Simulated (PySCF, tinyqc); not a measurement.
Inside a calculation. Method: CCSD on RHF in the sto-3g basis, for BH, spin multiplicity 1. The lowest restricted solution is unstable here: a spin-polarised one lies 0.0133 hartree lower (PySCF). Computed by tinyqc, a small Python program that keeps every step (integrals from PySCF). Settings: charge = 0, multiplicity = 1, basis = sto-3g, method = RHF, energy threshold = 1e-10, iteration cap = 59, orthogonalisation = symmetric, start = core, DIIS depth = 6, amplitude equations = CCSD, DIIS depth for amplitudes = 4, cap on updates = 78. Command: `OMP_NUM_THREADS=1 python tinyqc.py 21121 21122 out.jsonl` (the two numbers bound the seeds that draw the settings). One thread of a shared host (Intel(R) Xeon(R) Processor @ 2.60GHz), about 0.3 s of CPU time with the checks. The early iterations of the SCF are left out here.

## One-electron integrals

Geometry (angstrom):
```
atom       x       y       z
B     0.0000  0.0000  0.0000
H     0.0000  0.0000  1.8790
```

Basis sto-3g: exponents (1/bohr^2) and contraction coefficients of normalised primitives:
```
element  l (shell)  exponent  coefficient
B            s (1)   48.7911       0.1543
B            s (1)    8.8874       0.5353
B            s (1)    2.4053       0.4446
B            s (2)    2.2370      -0.1000
B            s (2)    0.5198       0.3995
B            s (2)    0.1691       0.7001
B            p (3)    2.2370       0.1559
B            p (3)    0.5198       0.6077
B            p (3)    0.1691       0.3920
H            s (1)    3.4253       0.1543
H            s (1)    0.6239       0.5353
H            s (1)    0.1689       0.4446
```

Overlap, kinetic and nuclear-attraction integrals over the contracted functions; the nuclear repulsion is the sum of Za Zb / Rab.

nuclear repulsion = 1.408135 hartree

overlap S, lower triangle:
```
         1B 1s   1B 2s  1B 2px  1B 2py  1B 2pz   2H 1s
1B 1s   1.0000
1B 2s   0.2693  1.0000
1B 2px  0.0000  0.0000  1.0000
1B 2py  0.0000  0.0000  0.0000  1.0000
1B 2pz  0.0000  0.0000  0.0000  0.0000  1.0000
2H 1s   0.0143  0.1953  0.0000  0.0000  0.2438  1.0000
```

kinetic energy T (hartree), lower triangle:
```
          1B 1s    1B 2s  1B 2px  1B 2py  1B 2pz   2H 1s
1B 1s   10.8263
1B 2s   -0.0480   0.3592
1B 2px   0.0000   0.0000  1.1239
1B 2py   0.0000   0.0000  0.0000  1.1239
1B 2pz   0.0000   0.0000  0.0000  0.0000  1.1239
2H 1s   -0.0044  -0.0027  0.0000  0.0000  0.0308  0.7600
```

nuclear attraction V (hartree), lower triangle:
```
           1B 1s    1B 2s   1B 2px   1B 2py   1B 2pz    2H 1s
1B 1s   -23.4290
1B 2s    -3.2152  -4.0528
1B 2px    0.0000   0.0000  -4.0082
1B 2py    0.0000   0.0000   0.0000  -4.0082
1B 2pz   -0.0075  -0.0753   0.0000   0.0000  -4.0509
2H 1s    -0.1714  -0.5855   0.0000   0.0000  -0.6808  -2.6338
```

core Hamiltonian H = T + V (hartree), lower triangle:
```
           1B 1s    1B 2s   1B 2px   1B 2py   1B 2pz    2H 1s
1B 1s   -12.6027
1B 2s    -3.2632  -3.6936
1B 2px    0.0000   0.0000  -2.8843
1B 2py    0.0000   0.0000   0.0000  -2.8843
1B 2pz   -0.0075  -0.0753   0.0000   0.0000  -2.9270
2H 1s    -0.1758  -0.5882   0.0000   0.0000  -0.6501  -1.8737
```

## Two-electron integrals

Functions are numbered as in S; the eight-fold symmetry (ij|kl) = (ji|kl) = (kl|ij) leaves the list below.

Two-electron integrals (ij|kl) in chemists' order, unique and non-zero (hartree):
```
(11|11) 2.9235     (21|11) 0.5184     (21|21) 0.1093     (22|11) 0.7442
(22|21) 0.1932     (22|22) 0.5448     (31|31) 0.0203     (32|31) 0.0300
(32|32) 0.1203     (33|11) 0.7425     (33|21) 0.1932     (33|22) 0.5447
(33|33) 0.5868     (41|41) 0.0203     (42|41) 0.0300     (42|42) 0.1203
(43|43) 0.0316     (44|11) 0.7425     (44|21) 0.1932     (44|22) 0.5447
(44|33) 0.5235     (44|44) 0.5868     (51|51) 0.0203     (52|51) 0.0300
(52|52) 0.1203     (53|53) 0.0316     (54|54) 0.0316     (55|11) 0.7425
(55|21) 0.1932     (55|22) 0.5447     (55|33) 0.5235     (55|44) 0.5235
(55|55) 0.5868     (61|11) 0.0274     (61|21) 0.0058     (61|22) 0.0102
(61|33) 0.0102     (61|44) 0.0102     (61|51) 4.18e-04   (61|52) 0.0008
(61|55) 0.0103     (61|61) 3.12e-04   (62|11) 0.0928     (62|21) 0.0246
(62|22) 0.0803     (62|33) 0.0778     (62|44) 0.0778     (62|51) 0.0026
(62|52) 0.0184     (62|55) 0.0851     (62|61) 0.0014     (62|62) 0.0198
(63|31) 0.0020     (63|32) 0.0104     (63|53) 0.0031     (63|63) 0.0017
(64|41) 0.0020     (64|42) 0.0104     (64|54) 0.0031     (64|64) 0.0017
(65|11) 0.1011     (65|21) 0.0271     (65|22) 0.0927     (65|33) 0.0883
(65|44) 0.0883     (65|51) 0.0043     (65|52) 0.0285     (65|55) 0.1015
(65|61) 0.0016     (65|62) 0.0263     (65|65) 0.0359     (66|11) 0.2814
(66|21) 0.0758     (66|22) 0.2787     (66|33) 0.2662     (66|44) 0.2662
(66|51) 0.0074     (66|52) 0.0716     (66|55) 0.3035     (66|61) 0.0043
(66|62) 0.0991     (66|65) 0.1414     (66|66) 0.7746
```

## Orthogonalisation

S = U s U^T; symmetric (Loewdin) form X = U s^(-1/2) U^T, so that X^T S X = 1.

eigenvalues of S: 0.6339  0.8169  1.0000  1.0000  1.1692  1.3800

X, lower triangle:
```
          1B 1s    1B 2s  1B 2px  1B 2py   1B 2pz   2H 1s
1B 1s    1.0292
1B 2s   -0.1438   1.0454
1B 2px   0.0000   0.0000  1.0000
1B 2py   0.0000   0.0000  0.0000  1.0000
1B 2pz  -0.0031   0.0200  0.0000  0.0000   1.0240
2H 1s    0.0145  -0.1076  0.0000  0.0000  -0.1301  1.0399
```

## Iteration 9 (converged): orbitals

converged F (hartree), lower triangle:
```
          1B 1s    1B 2s  1B 2px  1B 2py   1B 2pz    2H 1s
1B 1s   -7.3850
1B 2s   -2.1525  -1.0241
1B 2px   0.0000   0.0000  0.2427
1B 2py   0.0000   0.0000  0.0000  0.2427
1B 2pz  -0.0144   0.0165  0.0000  0.0000   0.0222
2H 1s   -0.1198  -0.2210  0.0000  0.0000  -0.2586  -0.1407
```

Diagonalise F' = X^T F X, C = X C', fill 3 alpha and 3 beta electrons from the bottom; D = 2 C_occ C_occ^T. Each column has its largest component positive (the first on a tie).

F' = X^T F X (hartree), lower triangle:
```
         1        2       3       4        5        6
1  -7.2091
2  -1.1075  -0.5785
3   0.0000   0.0000  0.2427
4   0.0000   0.0000  0.0000  0.2427
5  -0.0281   0.0641  0.0000  0.0000   0.0914
6   0.0236  -0.1558  0.0000  0.0000  -0.2717  -0.0421
```

orbital energies (hartree): MO1 -7.3892, MO2 -0.4609, MO3 -0.2240, MO4 0.2427, MO5 0.2427, MO6 0.3358

coefficients C:
```
            MO1      MO2      MO3     MO4      MO5      MO6
1B 1s    0.9928  -0.2753   0.1140  0.0000   0.0000  -0.0756
1B 2s    0.0259   0.9226  -0.4304  0.0000   0.0000   0.2975
1B 2px   0.0000   0.0000   0.0000  0.9375  -0.3479   0.0000
1B 2py   0.0000   0.0000   0.0000  0.3479   0.9375   0.0000
1B 2pz   0.0025   0.0523   0.5745  0.0000   0.0000   0.8563
2H 1s   -0.0030   0.3038   0.6506  0.0000   0.0000  -0.7711
```

D after iteration 9, lower triangle:
```
          1B 1s    1B 2s  1B 2px  1B 2py  1B 2pz   2H 1s
1B 1s    2.1488
1B 2s   -0.5547   2.0740
1B 2px   0.0000   0.0000  0.0000
1B 2py   0.0000   0.0000  0.0000  0.0000
1B 2pz   0.1071  -0.3978  0.0000  0.0000  0.6655
2H 1s   -0.0249   0.0005  0.0000  0.0000  0.7792  1.0311
```

Within a degenerate level the vectors are fixed only up to a rotation; this is one choice.

## Convergence

Stop when the energy changes by less than 1e-10 hartree and every element of the error matrix X^T (F D S - S D F) X is below 3e-06.

Course of the cycle:
```
iteration  E (hartree)     change  largest element of the error matrix
1           -24.027241          -                             3.27e-01
2           -24.521681  -4.94e-01                             2.63e-01
3           -24.628615  -1.07e-01                             7.50e-02
4           -24.639539  -1.09e-02                             3.53e-03
5           -24.639562  -2.30e-05                             1.35e-03
6           -24.639563  -1.62e-06                             9.68e-05
7           -24.639563  -1.11e-08                             1.17e-05
8           -24.639563  -1.71e-10                             2.43e-08
9           -24.639563  -1.07e-14                             3.67e-09
```

PySCF RHF in the same basis = -24.639563 hartree

Converged in 9 iterations.

## Integrals over molecular orbitals

(pq|rs) = sum C_ip C_jq C_kr C_ls (ij|kl), one index at a time.

one-electron integrals over orbitals h = C^T H C (hartree), lower triangle:
```
          1        2        3        4        5        6
1  -12.5902
2    0.3353  -2.9504
3   -0.1305   0.2505  -2.4330
4    0.0000   0.0000   0.0000  -2.8843
5    0.0000   0.0000   0.0000   0.0000  -2.8843
6    0.0909  -0.3432  -0.4799   0.0000   0.0000  -2.4420
```

Two-electron integrals over orbitals (pq|rs), unique and non-zero (hartree):
```
(11|11) 2.8933     (21|11) -0.2991    (21|21) 0.0490     (22|11) 0.6697
(22|21) -0.0141    (22|22) 0.4733     (31|11) 0.1215     (31|21) -0.0192
(31|22) 0.0089     (31|31) 0.0157     (32|11) -0.1323    (32|21) 0.0068
(32|22) -0.0195    (32|31) 0.0083     (32|32) 0.1117     (33|11) 0.5165
(33|21) -0.0069    (33|22) 0.4187     (33|31) -0.0020    (33|32) 0.0145
(33|33) 0.4660     (41|41) 0.0216     (42|41) 0.0253     (42|42) 0.0945
(43|41) -0.0102    (43|42) -0.0352    (43|43) 0.0276     (44|11) 0.7420
(44|21) -0.0110    (44|22) 0.4924     (44|31) 0.0042     (44|32) -0.0745
(44|33) 0.4009     (44|44) 0.5868     (51|51) 0.0216     (52|51) 0.0253
(52|52) 0.0945     (53|51) -0.0102    (53|52) -0.0352    (53|53) 0.0276
(54|54) 0.0316     (55|11) 0.7420     (55|21) -0.0110    (55|22) 0.4924
(55|31) 0.0042     (55|32) -0.0745    (55|33) 0.4009     (55|44) 0.5235
(55|55) 0.5868     (61|11) -0.0819    (61|21) 0.0146     (61|22) 4.06e-04
(61|31) 0.0051     (61|32) 0.0162     (61|33) -0.0080    (61|44) -0.0029
(61|55) -0.0029    (61|61) 0.0189     (62|11) 0.1235     (62|21) -0.0032
(62|22) 0.0560     (62|31) 0.0129     (62|32) 0.0015     (62|33) -0.0278
(62|44) 0.0698     (62|55) 0.0698     (62|61) 0.0142     (62|62) 0.0834
(63|11) 0.1944     (63|21) -0.0043    (63|22) 0.0587     (63|31) -0.0030
(63|32) -0.1102    (63|33) -0.0197    (63|44) 0.1103     (63|55) 0.1103
(63|61) -0.0076    (63|62) 0.0513     (63|63) 0.1613     (64|41) 0.0065
(64|42) 0.0246     (64|43) 0.0066     (64|64) 0.0249     (65|51) 0.0065
(65|52) 0.0246     (65|53) 0.0066     (65|65) 0.0249     (66|11) 0.5977
(66|21) -0.0080    (66|22) 0.4580     (66|31) 0.0102     (66|32) 0.0458
(66|33) 0.4650     (66|44) 0.4348     (66|55) 0.4348     (66|61) 0.0073
(66|62) 0.0260     (66|63) -0.0194    (66|66) 0.5181
```

## CCSD: starting amplitudes

t_ij^ab = <ij||ab> / (e_i + e_j - e_a - e_b), whose energy is MP2.

Starting amplitudes (spin orbitals 1a, 1b, ...; amplitudes related by a flip of all spins are not repeated):
```
from      to        t
3a 3b  6a 6b  -0.1441
2a 2b  5a 5b  -0.0672
2a 2b  4a 4b  -0.0672
2a 2b  6a 6b  -0.0523
2a 3b  6a 6b  -0.0378
2a 3b  5a 5b   0.0301
2a 3b  4a 4b   0.0301
3a 3b  5a 5b  -0.0296
3a 3b  4a 4b  -0.0296
1a 2b  5a 5b  -0.0030
1a 2b  4a 4b  -0.0030
1a 2b  6a 6b  -0.0017
1a 1b  5a 5b  -0.0014
1a 1b  4a 4b  -0.0014
1a 3b  5a 5b   0.0013
1a 3b  4a 4b   0.0013
1a 1b  6a 6b  -0.0012
1a 3b  6a 6b   0.0009
```

correlation energy = -0.050558 hartree

## CCSD: amplitude update 1

t_i^a D_i^a and t_ij^ab D_ij^ab are set to the remaining terms of the spin-orbital equations, evaluated with the old amplitudes; for the doubles these are <ij||ab> + 1/2 <ab||ef> t_ij^ef + 1/2 <mn||ij> t_mn^ab + P(ij)P(ab) <mb||ej> t_im^ae + terms in t^2 + terms with t1, D the orbital-energy denominators.

Amplitudes after update 1 (spin orbitals 1a, 1b, ...; amplitudes related by a flip of all spins are not repeated):
```
from      to         t
3a 3b  6a 6b   -0.2062
2a 2b  5a 5b   -0.0998
2a 2b  4a 4b   -0.0998
2a 2b  6a 6b   -0.0639
2a 3b  6a 6b   -0.0587
2a 3b  5a 5b    0.0519
2a 3b  4a 4b    0.0519
3a 3b  5a 5b   -0.0404
3a 3b  4a 4b   -0.0404
2a        6a    0.0179
3a        6a    0.0089
1a 2b  5a 5b   -0.0031
1a 2b  4a 4b   -0.0031
1a 2b  6a 6b   -0.0016
1a 3b  5a 5b    0.0012
1a 3b  4a 4b    0.0012
1a 1b  5a 5b   -0.0012
1a 1b  4a 4b   -0.0012
1a 1b  6a 6b   -0.0010
1a 3b  6a 6b    0.0006
1a        6a  7.05e-05
```

correlation energy = -0.073468 hartree

## CCSD: convergence

E_corr = 1/4 sum <ij||ab> t_ij^ab + 1/2 sum <ij||ab> t_i^a t_j^b; stop when the norm of the change is below 1e-8.

Course of the amplitude iterations:
```
update  correlation energy (hartree)  norm of the change
0                          -0.050558                   -
1                          -0.073468            1.93e-01
2                          -0.084500            9.89e-02
3                          -0.095755            5.15e-02
4                          -0.095596            4.66e-03
5                          -0.095758            1.11e-03
6                          -0.095725            3.23e-04
7                          -0.095725            6.66e-05
8                          -0.095726            3.32e-05
9                          -0.095726            2.11e-06
10                         -0.095726            5.35e-07
11                         -0.095726            1.28e-07
12                         -0.095726            3.03e-08
13                         -0.095726            1.16e-08
14                         -0.095726            4.88e-09
```

Converged amplitudes (spin orbitals 1a, 1b, ...; amplitudes related by a flip of all spins are not repeated):
```
from      to          t
3a 3b  6a 6b    -0.2669
2a 2b  5a 5b    -0.1377
2a 2b  4a 4b    -0.1377
2a 3b  5a 5b     0.0783
2a 3b  4a 4b     0.0783
2a 3b  6a 6b    -0.0759
2a 2b  6a 6b    -0.0571
3a 3b  5a 5b    -0.0529
3a 3b  4a 4b    -0.0529
2a        6a     0.0453
3a        6a     0.0154
1a 2b  5a 5b    -0.0028
1a 2b  4a 4b    -0.0028
1a 2b  6a 6b    -0.0015
1a 1b  6a 6b    -0.0009
1a 3b  4a 4b     0.0009
1a 3b  5a 5b     0.0009
1a 1b  4a 4b    -0.0008
1a 1b  5a 5b    -0.0008
1a 3b  6a 6b   3.07e-04
1a        6a  -1.18e-04
```

CCSD total energy = -24.735290 hartree

T1 diagnostic, norm of the one-spin t1 over sqrt(correlated electrons) = 0.0195

Converged in 14 updates, with DIIS from the third.
